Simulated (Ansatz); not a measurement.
# One shape, several levels: BH2Cl (SMILES BCl)

We compute a comparison of 6 runs (UHF/STO-3G, B2PLYP/STO-3G, BHLYP/STO-3G, SVWN5/STO-3G, CCSDT/STO-3G, CCSD/STO-3G) of BH2Cl. 

The calculation is run with Ansatz 0.2.0.

56 further runs of the same task are left out: 2 that didn't finish, 54 set aside as unsound or not needed.

### 1 Starting point

BH2Cl: 4 atoms, total charge 0, spin state singlet. SMILES: `BCl`. The Cl2–B1 distance was set to 4.333 Å, away from the relaxed value. At this shape a bond of the SMILES string is far longer than usual.

Bond lengths: B1–H3 1.190 Å, B1–H4 1.190 Å. Angles: H3–B1–H4 123.7°.

### 2 The energy at UHF/STO-3G (run 1)

Contents of in.yaml:

```yaml
crystal:
  periodic: [false, false, false]
  atoms:
    - {symbol: B, position_ang: [-2.339231, 0.647195, -1.270040]}
    - {symbol: Cl, position_ang: [1.365000, -0.395300, 0.721200]}
    - {symbol: H, position_ang: [-3.328731, 0.065995, -0.954340]}
    - {symbol: H, position_ang: [-2.309131, 1.498295, -2.101340]}
basis:
  gaussian: {orbitals: STO-3G}
hamiltonian: {xc: hf}
accuracy: high
magnetization: {spin_polarized: true}
```

Started as:

```
$ ansatz run in.yaml --threads 1 --pin off --max-ram 2610MiB --events-out events.jsonl --progress --plain --runs-dir runs
```

The log of the run:

```text
Warning: RAYON_NUM_THREADS=1 ignored (pool sized by the plan → 1); use --threads N
Functional definition: HF
  name "HF"
  exchange = exact_x
  correlation = 0
231 factors; integrals over basis functions are off by at most 7.8e-9 eV
mean field evaluation 1: about -13053.3425 eV, gradient 1.0e1 eV
mean field evaluation 2: about -13053.3345 eV, gradient 1.0e1 eV
mean field evaluation 4: about -13053.9105 eV, gradient 7.5e0 eV
mean field evaluation 8: about -12941.2473 eV, gradient 3.5e1 eV
mean field evaluation 16: about -13060.1140 eV, gradient 1.4e0 eV
mean field evaluation 32: about -13060.1472 eV, gradient 2.0e-3 eV
mean field evaluation 64: about -13060.1462 eV, gradient 6.0e-3 eV
mean field evaluation 96: about -13060.1478 eV, gradient 1.5e-2 eV
mean field evaluation 128: about -13058.2336 eV, gradient 3.2e-1 eV
mean field -13060.14816306 eV, -479.9515925062 hartree, gradient 8.4e-9 eV, S^2 1.001076; 4 other end points of the search recorded, 0 dependent functions left out
reference -13060.14816306 eV, -479.9515925062 hartree; 12, 12 occupied and 4, 4 virtual orbitals, 231 factors
Total energy: -13060.14816306 eV, -479.9515925062 hartree
```

It took 0.2 s on 1 thread of Arm Neoverse V1, shared host.

### 3 A single-point energy at B2PLYP/STO-3G (run 2)

Contents of run.yaml:

```yaml
crystal:
  periodic: [false, false, false]
  atoms:
    - symbol: B
      position_ang: [-2.339231, 0.647195, -1.270040]
    - symbol: Cl
      position_ang: [1.365000, -0.395300, 0.721200]
    - symbol: H
      position_ang: [-3.328731, 0.065995, -0.954340]
    - symbol: H
      position_ang: [-2.309131, 1.498295, -2.101340]
basis:
  gaussian:
    orbitals: STO-3G
hamiltonian:
  xc: {name: B2PLYP}
correlation:
  frozen_orbitals: {B: 1, Cl: 5, H: 0}
accuracy: high
```

Started as:

```
$ ansatz run run.yaml --threads 1 --pin off --max-ram 2610MiB --events-out events.jsonl --progress --plain --runs-dir runs
```

The log of the run (excerpt; [...] marks lines left out):

```text
Warning: RAYON_NUM_THREADS=1 ignored (pool sized by the plan → 1); use --threads N
Functional definition: B2PLYP
  name "B2PLYP"
[...]
231 factors; integrals over basis functions are off by at most 7.8e-9 eV
[...]
mean field -13072.50048852 eV, -480.4055320941 hartree, gradient 1.8e-8 eV, S^2 0.000000; 4 other end points of the search recorded, 0 dependent functions left out; unrestricted orbitals would lower it
6 core orbitals not correlated: weight in the atoms' cores, before any rotation towards them, 1.000 or more for the frozen orbitals, at most 0.000 for the correlated occupied ones
reference -13072.50050761 eV, -480.4055327957 hartree; 6, 6 occupied and 4, 4 virtual orbitals, 231 factors
second order -7.61908999 eV of doubles, -0.00000000 eV of singles
Total energy: -13074.55766191 eV, -480.4811318218 hartree
```

Run time: 1.2 s. Hardware: 1 thread of Arm Neoverse V1, shared host.

### 4 A single-point energy at BHLYP/STO-3G (run 3)

Contents of input.yaml:

```yaml
crystal:
  periodic: [false, false, false]
  atoms:
    - {symbol: B, position_ang: [-2.339231, 0.647195, -1.270040]}
    - {symbol: Cl, position_ang: [1.365000, -0.395300, 0.721200]}
    - {symbol: H, position_ang: [-3.328731, 0.065995, -0.954340]}
    - {symbol: H, position_ang: [-2.309131, 1.498295, -2.101340]}
basis:
  gaussian:
    orbitals: STO-3G
total_charge: 0
hamiltonian:
  xc: {name: BHLYP}
accuracy: high
```

Started as:

```
$ ansatz run input.yaml --threads 1 --pin off --max-ram 2610MiB --events-out events.jsonl --progress --plain --runs-dir runs
```

The log of the run:

```text
Warning: RAYON_NUM_THREADS=1 ignored (pool sized by the plan → 1); use --threads N
Functional definition: BHLYP
  name "BHLYP"
  parameter a = 0.5
  exchange = (1 - a)*b88_x + a*exact_x
  correlation = lyp_c
231 factors; integrals over basis functions are off by at most 7.8e-9 eV
mean field evaluation 1: about -13075.0847 eV, gradient 1.4e1 eV
mean field evaluation 2: about -12962.2202 eV, gradient 5.2e1 eV
mean field evaluation 4: about -13075.7877 eV, gradient 7.0e0 eV
mean field evaluation 8: about -13075.9475 eV, gradient 7.1e0 eV
mean field evaluation 16: about -13078.9633 eV, gradient 6.8e-9 eV
mean field evaluation 32: about -13078.9542 eV, gradient 1.3e-1 eV
mean field -13078.96326938 eV, -480.6430349101 hartree, gradient 6.8e-9 eV, S^2 0.000000; 4 other end points of the search recorded, 0 dependent functions left out
reference -13078.96328974 eV, -480.6430356583 hartree; 12, 12 occupied and 4, 4 virtual orbitals, 231 factors
Total energy: -13078.96328974 eV, -480.6430356583 hartree
```

Run time: 0.93 s. Hardware: 1 thread of Arm Neoverse V1, shared host.

Runs 4 to 5 aren't shown in full; the table further down has their settings and results.

### 5 A single-point energy at CCSD/STO-3G (run 6)

Contents of run.yaml:

```yaml
crystal:
  periodic: [false, false, false]
  atoms:
    - {symbol: B, position_ang: [-2.339231, 0.647195, -1.270040]}
    - {symbol: Cl, position_ang: [1.365000, -0.395300, 0.721200]}
    - {symbol: H, position_ang: [-3.328731, 0.065995, -0.954340]}
    - {symbol: H, position_ang: [-2.309131, 1.498295, -2.101340]}
basis:
  gaussian:
    orbitals: STO-3G
correlation:
  method: ccsd
  frozen_orbitals: {B: 1, Cl: 5, H: 0}
accuracy: high
scf:
  omitted_lower_state_checks: [cluster_reference, increment]
```

Started as:

```
$ ansatz run run.yaml --threads 1 --pin off --max-ram 2610MiB --events-out events.jsonl --progress --plain --runs-dir runs
```

The log of the run:

```text
Warning: RAYON_NUM_THREADS=1 ignored (pool sized by the plan → 1); use --threads N
[... 13 lines left out ...]
6 core orbitals not correlated: weight in the atoms' cores, before any rotation towards them, 1.000 or more for the frozen orbitals, at most 0.000 for the correlated occupied ones
[... 79 lines left out ...]
WARN: these amplitudes may be one of several solutions (largest doubles amplitude 1.27, level shift 9.31 eV)
Total energy: -13061.05768799 eV, -479.9850169309 hartree
Checks for a lower state left out: cluster_reference, increment
```

Run time: 0.18 s. Hardware: 1 thread of Arm Neoverse V1, shared host.

### 6 The series

```csv
run,level,frozen core orbitals,energy (Eh),wall time
1,UHF/STO-3G,–,-479.951593,0.2 s
2,B2PLYP/STO-3G,6,-480.481132,1.2 s
3,BHLYP/STO-3G,–,-480.643036,0.93 s
4,SVWN5/STO-3G,–,-478.825589,0.76 s
5,CCSDT/STO-3G,6,-479.989164,0.4 s
6,CCSD/STO-3G,6,-479.985017,0.18 s
```

### 7 What came out

| quantity | value |
| --- | --- |
| run 6: total energy | -479.98502 Eh |
| run 6: correlation energy (6 core orbitals frozen) | -196.4 mEh |
| run 6: T1 diagnostic | 0.170 |

Below the UHF energy at the same shape and in the same basis (STO-3G): CCSDT -37.6 mEh; CCSD -33.4 mEh. Some of these start from another determinant than that one, so these aren't their correlation energies. Totals of different functionals can't be ranked against each other. In run 6 the T1 diagnostic is large, so a single reference may not serve. In runs 2, 5, 6 the log says that unrestricted orbitals would lower the reference, so the values rest on an unstable closed-shell determinant (other closed-shell runs at this shape may share the fault). In runs 1, 2, 3, 4, 5, 6 the basis is minimal, so the values are rough. Spin contamination of the reference: run 1 ⟨S²⟩ = 1.00. Where it is this large, the reference is a mixture of spin states, and values that rest on it are in doubt. All runs together took 3.7 s, the longest 1.2 s.
